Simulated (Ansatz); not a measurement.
# BH₂− (triplet): from Hartree-Fock to the top rungs at angle H2–B1–H3 = 128.9°, 6-31++G**

How much of the correlation energy of BH₂− (triplet) does each wave-function method recover here?

Method: 6-31++G**, core rule «outside noble gas», up to 1 orbitals frozen; program: Ansatz 0.2.0, Gaussian basis.

To be run: UHF; CCSD(T) on ROHF; CCSD(T) on UHF; BCCD(T) on ROHF; CISD; CCSDT(Q) on ROHF; CCSDT(Q) on UHF; CASSCF and MRCISD+Q, 4 electrons in 4 orbitals; CASSCF and NEVPT2, 4 electrons in 4 orbitals; CASSCF and MRCISD+Q, 6 electrons in 6 orbitals; CASSCF and NEVPT4(SD), 6 electrons in 6 orbitals; CASSCF and NEVPT2, 6 electrons in 6 orbitals; Full CI.

19 further runs of the same task are left out: 1 for a mislabelled method, 13 that didn't finish, 5 set aside as unsound or not needed.

### 1 The system

The geometry derives from a PBE0/def2-TZVPD stationary point (not a proven minimum). One angle is set to the value named; bond lengths are kept.

3 atoms, charge -1, spin multiplicity 3.

Atoms are counted from 1 here; the program's logs count them from 0.

Bond lengths: B1–H2 1.209 Å, B1–H3 1.209 Å. Angles: H2–B1–H3 128.9°.

### 2 UHF

Contents of in.yaml:

```yaml
crystal:
  periodic: [false, false, false]
  atoms:
    - {symbol: B, position_ang: [0.000000, -0.081894, 0.000000]}
    - {symbol: H, position_ang: [0.000000, 0.439190, -1.091073]}
    - {symbol: H, position_ang: [0.000000, 0.439190, 1.091073]}
basis:
  gaussian: {orbitals: "6-31++G**"}
total_charge: -1
magnetization: {spin_polarized: true, initial_magnetization: 2}
hamiltonian: {xc: hf}
output: {orbitals: {seedname: orbitals}}
```

Run with:

```
ansatz run in.yaml --threads 1 --pin off --events-out ev --progress --plain --max-ram 2393MiB
```

The runs that follow: CCSD(T) on ROHF; CCSD(T) on UHF; BCCD(T) on ROHF; CISD; CCSDT(Q) on ROHF; CCSDT(Q) on UHF; CASSCF and MRCISD+Q, 4 electrons in 4 orbitals; CASSCF and NEVPT2, 4 electrons in 4 orbitals; CASSCF and MRCISD+Q, 6 electrons in 6 orbitals; CASSCF and NEVPT4(SD), 6 electrons in 6 orbitals; CASSCF and NEVPT2, 6 electrons in 6 orbitals; Full CI.

Q: Predict the results of all the runs planned. Wanted: FCI below the RHF energy; RMP2 from FCI; UMP2 from FCI; RCCSD from FCI; RCCSD(T) from FCI; UCCSD(T) from FCI; RCCSDT(Q) from FCI; UCCSDT(Q) from FCI; NEVPT2 pair from FCI.

The runs gave:

| quantity | value |
| --- | --- |
| FCI below the RHF energy | -2.8241 eV |
| RMP2 from FCI | +571.8 meV |
| UMP2 from FCI | +561.2 meV |
| RCCSD from FCI | +78.6 meV |
| RCCSD(T) from FCI | +16.5 meV |
| UCCSD(T) from FCI | +16.1 meV |
| RCCSDT(Q) from FCI | +0.2 meV |
| UCCSDT(Q) from FCI | -0.3 meV |
| NEVPT2 pair from FCI | +613.3 meV |
| MRCISD+Q pair from FCI | +10.6 meV |
| NEVPT2 valence from FCI | +579.8 meV |
| levels within 1 kcal/mol (43 meV) | RCCSD(T), UCCSD(T), BCCD(T), RCCSDT, UCCSDT, RCCSDT(Q), UCCSDT(Q), MRCISD+Q pair, MRCISD+Q valence |
| T1 diagnostic | 0.024 |
| effectively unpaired electrons | 2.02 |

In words: RCCSD(T) lands +16.5 meV from the yardstick (0.6 % of the correlation energy). One determinant dominates. Of the multireference levels listed MRCISD+Q pair comes nearest in total energy (+10.6 meV), which doesn't show that its space is the better one. These misses are within one basis, not against nature; the frozen cores of restricted and unrestricted runs differ, which can shift their rows.
